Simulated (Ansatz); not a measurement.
# B2H2O, SMILES B1BO1: an active-space calculation

Computed with Ansatz 0.2.0, Python API.

Notebook, run cell by cell (the value of a cell's last expression is shown):

```python
import ansatz
```

```python
b2h2o = (
    ansatz.Crystal.molecule()
    .atom("B", (-0.7571, -0.3932, -0.0959))
    .atom("B", (0.6456, 0.3301, 0.4626))
    .atom("O", (0.2373, -1.0569, 0.5304))
    .atom("H", (-1.4482, -0.145, -1.0301))
    .atom("H", (1.3724, 1.1915, 0.0915))
)
```

```python
base = (
    b2h2o.calculation()
    .basis(gaussian="6-31G*")
    .correlation(active_electrons=6, active_orbitals=6)
)
for method in ["sc_nevpt2"]:
    summary = (base if method is None else base.correlation(method)).run(threads=1).report
    space = summary["configurations"]
    state = space["states"][0]
    print(method or "casscf", f"total {summary['free_energy_ev'] / 27.211386246:.6f} Ha, active-space state {state['energy']['hartree']:.6f} Ha, mean field {summary['reference_energy_ev'] / 27.211386246:.6f} Ha")
    print("  determinants", state["n_determinants"], " natural occupations", [round(n, 3) for n in space["natural_occupations"]])
print("effectively unpaired electrons, sum of min(n, 2 - n):", round(sum(min(n, 2 - n) for n in space["natural_occupations"]), 3))
```

    sc_nevpt2 total -125.627495 Ha, active-space state -125.418307 Ha, mean field -125.318017 Ha
      determinants 400  natural occupations [1.979, 1.973, 1.966, 0.033, 0.027, 0.022]
    effectively unpaired electrons, sum of min(n, 2 - n): 0.164

What to keep in mind:
- Total energies depend on the basis set; only differences at equal settings carry meaning.
- The geometry is a force-field or estimated start, not a minimum of this method, and the basis set is short of its limit. The active space starts as a window about the frontier orbitals and is then optimised, not chosen by chemistry.
- Finished in 1.5 s on 1 thread of Arm Neoverse V1 (shared host), peak memory 0.14 GiB.
